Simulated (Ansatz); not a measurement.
Conformers of C$_{4}$H$_{7}$ClO, SMILES `C=COCCCl`, each relaxed with PBE0-D4/def2-TZVP in Ansatz. CBS adds the triple-zeta coupled-cluster correction to the MP2 limit.

Not all of them had a frequency check.

Conformer A:

```xyz
13

C    -1.688    1.451   -0.255
C    -0.537    1.345   -0.910
O     0.448    0.448   -0.712
C     0.242   -0.500    0.312
C     1.465   -1.382    0.336
Cl    1.285   -2.611    1.605
H    -2.377    2.233   -0.540
H    -1.979    0.794    0.553
H    -0.270    2.019   -1.718
H    -0.656   -1.094    0.109
H     0.111    0.002    1.278
H     2.362   -0.804    0.556
H     1.594   -1.900   -0.614
```

Conformer B:

```xyz
13

C     1.523   -0.068    1.637
C     1.633   -0.186    0.317
O     0.650   -0.175   -0.601
C    -0.659    0.004   -0.121
C    -1.604    0.021   -1.288
Cl   -1.407    1.476   -2.292
H     2.422   -0.098    2.236
H     0.581    0.060    2.152
H     2.595   -0.313   -0.168
H    -0.931   -0.829    0.543
H    -0.732    0.936    0.450
H    -1.437   -0.841   -1.933
H    -2.634    0.012   -0.931
```

Problem. Which is lowest in electronic energy at CCSD(T)/CBS (frozen core, def2 sets), and by how much? (An estimate is asked.)

Solution. Ansatz gave: A; B lies 2.4 kJ/mol higher.

Problem. Give the energies relative to A (kJ/mol) with PBE-D4/def2-TZVPP, PBE0-D4/def2-TZVPP, B3LYP-D4/def2-TZVPP, HF/def2-TZVPP, MP2/def2-TZVPP, SCS-MP2/def2-TZVPP, SCS-MP2/def2-QZVPP. (Best estimate.)

Solution. The calculation gave: 
```json
{"level": "PBE-D4/def2-TZVPP", "B": "0.1"}
{"level": "PBE0-D4/def2-TZVPP", "B": "0.8"}
{"level": "B3LYP-D4/def2-TZVPP", "B": "0.6"}
{"level": "HF/def2-TZVPP", "B": "3.8"}
{"level": "MP2/def2-TZVPP", "B": "2.0"}
{"level": "SCS-MP2/def2-TZVPP", "B": "2.5"}
{"level": "SCS-MP2/def2-QZVPP", "B": "2.6"}
```

B3LYP here is the variant with VWN-RPA as its local correlation; programs differ in this.
